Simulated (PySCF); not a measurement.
## How good is the calculation?

Cartesian coordinates in Å; atom numbers follow the order of the lines, from 1:
```xyz
4

P     1.2256   -0.1911   -0.5329
P    -0.4532    1.1955   -0.3680
P    -0.8189   -0.9555   -0.4570
P     0.0845   -0.0743    1.3250
```

Measured values that the calculation should reproduce: δ 31P P1/P2/P3/P4 -525.0 ppm (measured; gas; S. K. Latypov et al., Phys. Chem. Chem. Phys. 2015 (author manuscript)).
δ 31P P1/P2/P3/P4 -552.0 ppm (measured; gas; B. Maryasin, H. Zipse, Phys. Chem. Chem. Phys. 13 (2011) 5150).

[PySCF: coordinates at the PBE0-D3(BJ)/def2-TZVP level; shielding tensors at B97-2/pcSseg-2 (GIAO); one averaged value for each set of equivalent atoms; isolated molecule; a single conformation; non-relativistic Hamiltonian]

Q: How close does the calculation come?

A: 
Reference values: measured (gas; S. K. Latypov et al., Phys. Chem. Chem. Phys. 2015 (author manuscript)).
| atoms | quantity | reference | computed | computed, scaled |
| --- | --- | --- | --- | --- |
| P1/P2/P3/P4 | δ 31P vs 85 % H3PO4 | -525.0 | -563.3 | -520.0 |

Reference values: measured (gas; B. Maryasin, H. Zipse, Phys. Chem. Chem. Phys. 13 (2011) 5150).
```json
{"atoms": "P1/P2/P3/P4", "quantity": "δ 31P vs 85 % H3PO4", "reference": "-552.0", "computed": "-563.3", "computed, scaled": "-520.0"}
```

Computed shifts are σ(ref) − σ with the named reference compound (TMS for H and C) calculated as an isolated molecule at the same level. The measured values may be among those fitted. Shieldings were converted by a linear fit to measured shifts: 31P (scatter 17.1 ppm rms vs H3PO4, solution or neat liquid). Occasional misses reach two or three times the rms, and more in compound classes unlike the fitted ones.

Q: How far are the unscaled 31P shifts from the references?

A: Mean signed difference -24.80 ppm, mean absolute 24.80 ppm over 2 comparisons; the largest is -38.3 ppm at P1/P2/P3/P4 (ring phosphorus).
